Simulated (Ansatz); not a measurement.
## Structure relaxation of ZrW3

The calculation used Ansatz, DFT PBE, scalar-relativistic, plane waves, PAW. Cutoff 420 eV, Γ-centred k mesh, Gaussian smearing, no spin polarisation in the final step.

ZrW3 was placed on the Ni3Sn (D0_19) structure type (P6_3/mmc, No. 194), with Zr in place of Sn, W in place of Ni, at a guessed volume.

```
CELL_PARAMETERS angstrom
5.72481 0.00000 0.00000
-2.86241 4.95783 0.00000
0.00000 0.00000 4.59504
ATOMIC_POSITIONS crystal
Zr 0.33333 0.66667 0.25000
Zr 0.66667 0.33333 0.75000
W 0.83300 0.66600 0.25000
W 0.16700 0.83300 0.75000
W 0.33400 0.16700 0.25000
W 0.16700 0.33400 0.75000
W 0.83300 0.16700 0.25000
W 0.66600 0.83300 0.75000
```

Cell and atoms relax at zero pressure; the relaxation can't lower the symmetry of the start. After a coarse first stage the cell is made exact in the group found at 0.06 Å.

Energies over the elements count from the elements' standard structures at the same level, with no empirical corrections.

Question: What does it relax into?

Answer: It keeps P6_3/mmc (No. 194). The result has the Ni3Sn (D0_19) structure. Conventional cell: a = 5.683 Å, c = 5.097 Å. Around Zr lie 6 W at 2.84 Å and 6 W at 3.05 Å; W has 8 W at 2.77–3.01 Å, 2 Zr at 2.84 Å and 2 Zr at 3.05 Å.

```xyz
8
Lattice="5.6826 0.0000 0.0000 -2.8413 4.9213 0.0000 0.0000 0.0000 5.0972" Properties=species:S:1:pos:R:3 pbc="T T T"
Zr    0.0000    3.2808    1.2743
Zr    2.8413    1.6404    3.8229
W     2.8413    3.3230    1.2743
W    -1.4571    4.1221    3.8229
W     1.3842    0.7991    1.2743
W     0.0000    1.5983    3.8229
W     4.2984    0.7991    1.2743
W     1.4571    4.1221    3.8229
```

Question: What are its volume, energy, density and gap?

Answer: The volume per atom is 17.82 Å³ and the density is 14.97 g/cm³. The energy over the elements is 0.54 eV/atom and the gap on the 12×12×8 mesh is 0 eV (a metal).

The final run used a 12×12×8 mesh on its 8-atom cell and 0.10 eV smearing. For metals, differences of a few meV/atom aren't resolved. Spin–orbit coupling is left out. Symmetry constrained the relaxation, so the result can be a saddle point. The steps took roughly 7 core-minutes in all.